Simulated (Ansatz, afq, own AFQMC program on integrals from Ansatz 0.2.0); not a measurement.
# GeH2O, singlet → GeH2O⁺, doublet

```yaml
atoms:
  - { symbol: O, position_ang: [-0.1255, -0.6659, 0.5201] }
  - { symbol: Ge, position_ang: [0.5070, 0.5635, -0.6183] }
  - { symbol: H, position_ang: [0.5499, -1.3231, 0.7271] }
  - { symbol: H, position_ang: [-0.8759, 1.3652, -0.6492] }
```

Connectivity, by distances: OH–GeH.

E(doublet, charge +1) − E(singlet, charge +0) at this geometry, on RHF and UHF determinants.

Basis def2-TZVP. Noble-gas cores (and the filled d shells of Ga–Kr and In–Xe) are frozen. Ansatz 0.2.0 and our own AFQMC program on the same integrals; the CISD trial comes from CCSD amplitudes, and released means the phaseless constraint is let go. Error bars are statistical, one sigma. No spin–orbit coupling. The errors of all members are added in quadrature.

No full CI on the walks' own integrals is used here; CCSDT(Q) serves as the reference and is uncertain by about the last step of the cluster series. Each member takes its own surest rung, up to full CI.

Errors are counted within def2-TZVP, not against nature.

Cautions: inner d shell frozen; no relativity below Rb; no spin-orbit coupling; GeH₂O (singlet): the released energies move by 1.5 errors or more from one time to the next, so no released level is given (meV from the phaseless value at times in 1/Eh: -13 ± 5 at 0.24, -15 ± 5 at 0.51, -3 ± 6 at 0.99, 5 ± 7 at 1.62, -16 ± 8 at 2.40), though the last usable value meets CCSDT(Q) within the noise; GeH₂O⁺ (doublet): the released energies move by 1.5 errors or more from one time to the next, so no released level is given (meV from the phaseless value at times in 1/Eh: -13 ± 7 at 0.24, -14 ± 4 at 0.51, -28 ± 5 at 0.99, -15 ± 5 at 1.62, -29 ± 7 at 2.40), though the last usable value meets CCSDT(Q) within the noise, its ph-AFQMC/CISD value lies 28 ± 5 meV above CCSDT(Q).

Reference (CCSDT(Q)): 211.0 kcal/mol.

```json
{"level": "HF", "vertical ionization energy (kcal/mol)": "194.8", "error against CCSDT(Q) (kcal/mol)": "-16.2"}
{"level": "MP2", "vertical ionization energy (kcal/mol)": "208.9", "error against CCSDT(Q) (kcal/mol)": "-2.1"}
{"level": "CCSD", "vertical ionization energy (kcal/mol)": "211.7", "error against CCSDT(Q) (kcal/mol)": "0.7"}
{"level": "CCSD(T)", "vertical ionization energy (kcal/mol)": "211.3", "error against CCSDT(Q) (kcal/mol)": "0.3"}
{"level": "CCSDT", "vertical ionization energy (kcal/mol)": "211.2", "error against CCSDT(Q) (kcal/mol)": "0.2"}
{"level": "ph-AFQMC/CISD", "vertical ionization energy (kcal/mol)": "211.6 ± 0.2", "error against CCSDT(Q) (kcal/mol)": "0.5 ± 0.2"}
```

Correlation beyond CCSD(T) takes off 0.3 kcal/mol. The perturbative (T) step is worth −0.4 kcal/mol.
